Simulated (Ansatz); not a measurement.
A made-up structure of CH5Si2 (charge -1), singlet:

```json
{"atom": "Si1", "x (Å)": "-1.5405", "y (Å)": "1.2206", "z (Å)": "-0.6693"}
{"atom": "C2", "x (Å)": "0.6444", "y (Å)": "-0.3950", "z (Å)": "0.8721"}
{"atom": "Si3", "x (Å)": "-0.2063", "y (Å)": "0.0523", "z (Å)": "-0.6596"}
{"atom": "H4", "x (Å)": "-1.8617", "y (Å)": "1.2042", "z (Å)": "-2.1959"}
{"atom": "H5", "x (Å)": "0.2483", "y (Å)": "-0.5783", "z (Å)": "-1.8479"}
{"atom": "H6", "x (Å)": "0.2498", "y (Å)": "0.1169", "z (Å)": "1.7122"}
{"atom": "H7", "x (Å)": "1.6863", "y (Å)": "-0.2020", "z (Å)": "0.9002"}
{"atom": "H8", "x (Å)": "0.6149", "y (Å)": "-1.4203", "z (Å)": "1.1396"}
```

It is relaxed with PBE-D4/def2-SVPD and then PBE0-D4/def2-TZVPD (Ansatz 0.2.0). Atoms count as bonded within 1.22 times the sum of their covalent radii (H–H: 0.88 Å). The end point is not checked to be a true minimum.

Does its bonding change? (A judgement: the text doesn't fix the answer.)

The calculation gives: No: no bond forms or breaks.

Where it ends: The first stage lowers the energy by 3.06 eV in 6 steps. It ends as CH₅Si₂ ([CH3][SiH][SiH]), total charge -1:
| atom | x (Å) | y (Å) | z (Å) |
| --- | --- | --- | --- |
| Si1 | -1.8637 | 1.4906 | -0.7432 |
| C2 | 0.7162 | -0.4477 | 0.9243 |
| Si3 | -0.2175 | 0.0611 | -0.6638 |
| H4 | -1.9429 | 1.2623 | -2.2650 |
| H5 | 0.4387 | -0.7319 | -1.7719 |
| H6 | 0.2916 | 0.0918 | 1.7762 |
| H7 | 1.7833 | -0.2068 | 0.8688 |
| H8 | 0.6297 | -1.5209 | 1.1260 |

Labels in which every atom is bracketed show which atoms are joined, not bond orders.

For scale, one of the runs: PBE0-D4/def2-TZVPD relaxation, 168 basis functions, launched by `ansatz run in.yaml --threads 2 --pin off --events-out ev --progress --plain --max-ram 4352MiB`. The run took about 17 s on 2 CPU threads of an Arm Neoverse V2 (shared host).
